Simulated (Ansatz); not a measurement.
# How basis sets differ on SiH3Cl (chlorosilane)

SiH3Cl: 5 atoms, total charge 0, spin state singlet. As SMILES, `[SiH3]Cl`. The coordinates come from a PBE0-D4/def2-TZVP relaxation.

```xyz
5

Si   -0.1120    0.0186   -0.0309
Cl    1.8383   -0.5135    0.3299
H    -0.9509   -0.4883    1.0791
H    -0.5347   -0.5857   -1.3149
H    -0.1908    1.4954   -0.1047
```

Quantity: the HOMO–LUMO gap, in eV. The values are calculated.

```csv
level,kind,program,value (eV)
SPW92/cc-pVDZ-DK (sfX2C),LDA,Ansatz,6.55
SPW92/6-311G** (Cartesian d past Ne),LDA,Ansatz,6.45
SPW92/x2c-TZVPall (sfX2C),LDA,Ansatz,6.50
SPW92/ANO-RCC-VTZP (sfX2C),LDA,Ansatz,6.38
SPW92/cc-pVTZ-DK (sfX2C),LDA,Ansatz,6.50
```

The values span 6.38 to 6.55 eV. Orbital gaps aren't excitation energies.
